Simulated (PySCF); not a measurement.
CH4NSi: g tensor and hyperfine couplings

Species: CH₄NSi (doublet state).
Structure used (GFN2-xTB), in Å, numbered top down from 1:
```
atom  x, y, z in Å
N1    -1.6842    0.3791   -0.1909
C2    -0.6818   -0.4186   -0.0890
Si3    1.1073   -0.0476    0.1240
H4    -1.4466    1.3695   -0.1472
H5    -0.9560   -1.4735   -0.1407
H6     1.5911    1.3185    0.1971
H7     2.0735   -1.1225    0.2196
```

The hyperfine couplings belong to this conformer and change with its torsions.

As a line formula: `[H]/N=C\[SiH2]` [radical].

Method: UKS B3LYP, pcH-1 on C H N Si, non-relativistic, mean-field spin-orbit, GIAO (PySCF). Isolated species at its GFN2-xTB geometry, gas phase. A GFN2-xTB geometry isn't a minimum of the functional, and hyperfine couplings can be far from their values at a DFT geometry, by a factor of two or more for some ions and for spin on atoms past the first row.

| Item | Value |
| --- | --- |
| g1, g2, g3 | 2.00217, 2.00343, 2.00510 |
| g_iso | 2.00357 |
| Form of g | rhombic: the two nearest values differ by 43 % of g3 − g1 |
| ⟨S²⟩ | 0.7641 (exact 0.7500) |
| α and β electrons | 16, 15 |
| Total energy | -384.69002 Eh |

Hyperfine couplings atom by atom, in 10⁻⁴ cm⁻¹; T1 to T3 are the principal values of the dipolar part; ρ(0) is the spin density at the nucleus (1 × 10⁻⁴ cm⁻¹ = 2.998 MHz):

```
atom  isotope  a_iso  of which spin–orbit     T1    T2    T3  Mulliken spin population  ρ(0) (bohr⁻³)
  N1      14N    3.3                  0.0   -4.6  -4.3   8.9                      0.28         0.0308
  C2      13C  -10.5                  0.0   -5.4   1.8   3.6                     -0.15        -0.0279
 Si3     29Si  -45.4                  0.4  -58.5  29.2  29.3                      0.96         0.1544
  H4       1H   -6.9                  0.0   -4.1  -1.3   5.4                     -0.01        -0.0046
  H5       1H    0.4                  0.0   -0.8  -0.8   1.7                      0.00         0.0003
  H6       1H  -14.6                  0.0   -3.7   1.3   2.4                     -0.04        -0.0098
  H7       1H  -15.1                  0.0   -3.9   1.4   2.5                     -0.04        -0.0101
```

The Mulliken spin populations are largest on Si3 (+0.96), N1 (+0.28) and C2 (-0.15). The positive populations add up to 1.24 and the negative ones to -0.24, together 2S = 1. The angles at Si3 add up to 360.0°, so it is planar; its axial dipolar tensor and the negative couplings of its protons fit spin in a p orbital normal to that plane.

Axes: g1 is normal to the molecular plane and g3 points within 6° of the C2–Si3 bond.

Under fast tumbling the dipolar parts average out, and these isotropic splittings remain: 2 × 1H (H6/H7, I = 1/2, 3 lines) with 1.59 mT, 1 × 1H (H4, I = 1/2, 2 lines) with 0.73 mT, 1 × 14N (N1, I = 1, 3 lines) with 0.35 mT and 1 × 1H (H5, I = 1/2, 2 lines) with 0.05 mT.

Class means assume fast exchange of nuclei equivalent by connectivity; if that motion is slow, each nucleus keeps its own coupling.

The 13C coupling of C2 (-31.4 MHz) shows only in satellite lines or after enrichment, since that isotope makes up about 1.07 % of natural carbon.

The 29Si coupling of Si3 (-136.1 MHz) shows only in satellite lines or after enrichment, since that isotope makes up about 4.7 % of natural silicon.

The run took 19 s of wall time (grids of density and orbitals included) on an Arm Neoverse V2 with one thread, shared host with 96 logical CPUs at a one-minute load of 37, and the process peaked at 0.39 GiB of memory.
